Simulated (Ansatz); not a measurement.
A made-up structure of SiHO2, doublet:

```
4
angstrom
O -1.9890 0.8984 -0.1853
Si -0.6347 0.1046 0.4760
O 0.9219 -0.2460 -0.4148
H 1.7018 -0.7570 0.1242
```

It is relaxed with PBE-D4/def2-SVP and then PBE0-D4/def2-TZVP (Ansatz 0.2.0). Atoms count as bonded within 1.22 times the sum of their covalent radii (H–H: 0.88 Å). The end point is not checked to be a true minimum.

(1) Does its bonding change? (A judgement: the text doesn't fix the answer.)

Answers

(1) Computed: No: no bond forms or breaks.

Where it ends: The first stage lowers the energy by 0.81 eV in 6 steps. It ends as SiHO₂ ([O][Si][OH]):
O1  (-1.776, 0.802, -0.165)
Si2  (-0.567, 0.093, 0.425)
O3  (0.823, -0.220, -0.371)
H4  (1.519, -0.676, 0.111)
(Å)

Labels in which every atom is bracketed show which atoms are joined, not bond orders.

For scale, one of the runs: PBE0-D4/def2-TZVP relaxation, 105 basis functions, launched by `ansatz run in.yaml --threads 2 --pin off --events-out ev --progress --plain --max-ram 4352MiB`. The run took about 9 s on 2 CPU threads of an Arm Neoverse V2 (shared host).
